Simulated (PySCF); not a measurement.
The dipole of sulfuryl chloride fluoride (`O=S(=O)(F)Cl`) from its density and from atomic charges.

Coordinates (GFN2-xTB, Å) and charges (e) from the PBE0/pcSseg-1 density (PySCF):

```json
{"atom": "O1", "x": "-0.518", "y": "-0.951", "z": "-1.075", "Mulliken": "-0.4104", "IAO": "-0.7649", "Hirshfeld": "-0.2385", "ESP-fitted": "-0.3158"}
{"atom": "S2", "x": "-0.147", "y": "-0.155", "z": "0.027", "Mulliken": "+1.2256", "IAO": "+2.1612", "Hirshfeld": "+0.5846", "ESP-fitted": "+0.8111"}
{"atom": "O3", "x": "-0.577", "y": "-0.421", "z": "1.343", "Mulliken": "-0.4103", "IAO": "-0.7648", "Hirshfeld": "-0.2384", "ESP-fitted": "-0.3160"}
{"atom": "F4", "x": "-0.597", "y": "1.369", "z": "-0.318", "Mulliken": "-0.3186", "IAO": "-0.4528", "Hirshfeld": "-0.1093", "ESP-fitted": "-0.1547"}
{"atom": "Cl5", "x": "1.847", "y": "0.161", "z": "0.005", "Mulliken": "-0.0864", "IAO": "-0.1787", "Hirshfeld": "+0.0017", "ESP-fitted": "-0.0246"}
```

Question: Form Σ q r in debye for every column and set it beside the full dipole.

Answer: The full density gives (1.35, 0.45, -0.07) D, 1.43 D in size; dipole vectors point from the negative to the positive end.

| scheme | μx | μy | μz | size (D) | share of the full size (%) | angle to the full dipole (°) |
| --- | --- | --- | --- | --- | --- | --- |
| Mulliken | 1.44 | -0.37 | 0.12 | 1.49 | 104 | 34 |
| IAO | 2.21 | 0.32 | -0.02 | 2.23 | 156 | 11 |
| Hirshfeld | 1.17 | 0.42 | -0.06 | 1.24 | 87 | 1 |
| ESP-fitted | 1.31 | 0.44 | -0.07 | 1.39 | 97 | 0 |

Question: Which set comes closest?

Answer: Length of the difference vector: ESP-fitted 0.04 D, Hirshfeld 0.19 D, Mulliken 0.84 D, IAO 0.87 D. Closest: ESP-fitted. 

Question: What is left for the Hirshfeld atoms' own dipoles?

Answer: The shares of the density sum to the whole, so what Σ q r misses lies in dipoles about the nuclei. The atomic dipoles sum to (1.35, 0.45, -0.07) − (1.17, 0.42, -0.06) = (0.18, 0.03, -0.01) D, 0.19 D in size.

Question: With the origin at the mean of the coordinates, (0.002, 0.001, -0.003) Å, which are the largest single terms, by size, of the Mulliken dipole along the direction of the full one?

Answer: O1 +1.47, O3 +1.47, S2 -1.13, Cl5 -0.75, F4 +0.18 D; all 5 atoms together +1.24 D. The single terms depend on the origin, their sum doesn't.

Question: Give the size of the full dipole in other units.

Answer: 1.43 D = 0.562 au = 0.297 e·Å = 4.76 × 10⁻³⁰ C·m.

Isolated species at its GFN2-xTB geometry, gas phase.
